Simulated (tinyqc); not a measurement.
Pariser-Parr-Pople SCF with singles CI, for the molecule N=CC=O (SMILES; centres numbered as the heavy atoms are written), step by step. One step of it, computed by the program tinyqc.

Task: Iteration 1: orbitals and new P. Diagonalise F (the basis is taken as orthonormal) and form P = 2 sum c c over the lowest orbitals.

F (eV), lower triangle:
```
           1N         2C         3C          4O
1N  -7.950000
2C  -4.981914  -5.595000
3C   0.000000  -3.539096  -5.595000
4O   0.651298   0.000000  -5.116072  -10.100000
```

pi electrons, sum of z_r less the charge = 4

Give: orbital energies; P after iteration 1.

Result:

orbital energies (eV): -14.1010  -11.9695  -3.6553  0.4859

P after iteration 1, lower triangle:
```
         1N      2C      3C      4O
1N   1.1387
2C   0.9189  0.8192
3C   0.1537  0.3479  0.6663
4O  -0.3359  0.0439  0.8625  1.3759
```
